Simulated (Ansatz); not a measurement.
Process, species as SMILES: BN (BNH4) + [H][H] (H2) -> B (BH3) + N (NH3)

Quantity: energy of full hydrogenation (enthalpy at 298 K), in kcal/mol. Set-up: LANL2DZ all-electron up to Ne; six Cartesian d functions in 6-31G* and its kin unless marked 5d; non-relativistic; spin-orbit terms left out; 6-311+G** with 5d; no dispersion term unless named; valence correlation only. Basis-set limits of correlation are two-point, X^-3; Hartree-Fock from the larger set. Ab initio and DFT rows: single points at B3LYP-D3(BJ) geometries (Ansatz, a first-principles code), with unscaled harmonic terms from B3LYP/6-31G* (Ansatz) at its own minima.

Coupled cluster (Ansatz) is a level with limits of its own, used here on species with T1 under 0.025 (0.045 for open shells) and stable references: CCSD(T)/CBS(def2-TZVPPD,def2-QZVPPD).

Value to compare with, CCSD(T)/CBS(def2-TZVPPD,def2-QZVPPD) (Ansatz): 33.3 kcal/mol.

| level | program | energy of full hydrogenation (enthalpy at 298 K) (kcal/mol) | difference |
|---|---|---|---|
| HF/STO-3G | Ansatz | 37.9 | 4.6 |
| HF/LANL2DZ | Ansatz | 31.9 | -1.4 |
| PBE/6-311+G** | Ansatz | 35.3 | 2.0 |
| B3LYP/LANL2DZ | Ansatz | 39.9 | 6.6 |
| B3LYP/6-31G* | Ansatz | 35.7 | 2.4 |
| MP2/LANL2DZ | Ansatz | 41.2 | 7.9 |
| B3LYP-D3(BJ)/def2-TZVPD | Ansatz + dftd3 | 34.1 | 0.8 |
| wB97M-V/def2-TZVPD | Ansatz | 33.9 | 0.6 |

Among the 6 habitual levels, MP2/LANL2DZ lies farthest from CCSD(T)/CBS(def2-TZVPPD,def2-QZVPPD) (Ansatz) (7.9 kcal/mol) and HF/LANL2DZ nearest (-1.4); 5 of 6 lie above it, and their mean absolute difference is 4.1 kcal/mol, the median 3.5. One case shows no general order.

The levels are drawn from those run, B3LYP/6-31G* more often than the rest, none by its result; left out are runs that failed, that the program found above a lower state of the same kind, or whose <S^2> lies over 0.5 above the pure value.
